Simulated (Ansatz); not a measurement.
# BSiNH+ (triplet): from Hartree-Fock to the top rungs, def2-TZVPP

One table from this session's results is given with a row withheld; the runs are named, their logs left out.

The runs use Ansatz 0.2.0, Gaussian basis; def2-TZVPP, core rule «outside noble gas», up to 7 orbitals frozen.

Plan: UHF; ROHF; CCSD(T) on UHF.

### The system

The geometry is a PBE0/def2-TZVP stationary point (not a proven minimum) of the parent state, kept for this charge and spin.

4 atoms, charge 1, spin multiplicity 3.

Atoms are counted from 1 here; the program's logs count them from 0.

Bond lengths: N1–B2 1.336 Å, N1–Si3 1.777 Å, B2–Si3 2.063 Å, B2–H4 1.181 Å. Angles: B2–N1–Si3 81.7°, N1–B2–Si3 58.5°, N1–B2–H4 153.5°, Si3–B2–H4 148.1°, N1–Si3–B2 39.9°.

Set-up of the first run:

Input file in.yaml:

```yaml
crystal:
  periodic: [false, false, false]
  atoms:
    - {symbol: N, position_ang: [0.000000, -0.759800, 0.665432]}
    - {symbol: B, position_ang: [0.000000, 0.473968, 1.177819]}
    - {symbol: Si, position_ang: [0.000000, 0.151704, -0.859531]}
    - {symbol: H, position_ang: [0.000000, 1.247631, 2.069996]}
basis:
  gaussian: {orbitals: def2-TZVPP}
total_charge: 1
magnetization: {spin_polarized: true, initial_magnetization: 2}
hamiltonian: {xc: hf}
output: {orbitals: {seedname: orbitals}}
```

On the command line:

```
$ ansatz run in.yaml --threads 1 --pin off --events-out ev --progress --plain --max-ram 4096MiB --backend cpu
```

Steps of the session up to this table: UHF; ROHF; CCSD(T) on UHF.

One of the session's tables, all rows but one given; the rest of the session is left out.

It belongs to the step «Misses and costs». 

```
  method  from UCCSD(T) (meV)
    ROHF                    ?
     UHF             +10303.3
    UMP2              +1176.0
   UCCSD               +576.0
UCCSD(T)                    0
```

**Question.** Estimate the row for ROHF.

**Answer.** from UCCSD(T) (meV): +10595.0. In the column «from UCCSD(T) (meV)» it is the highest.
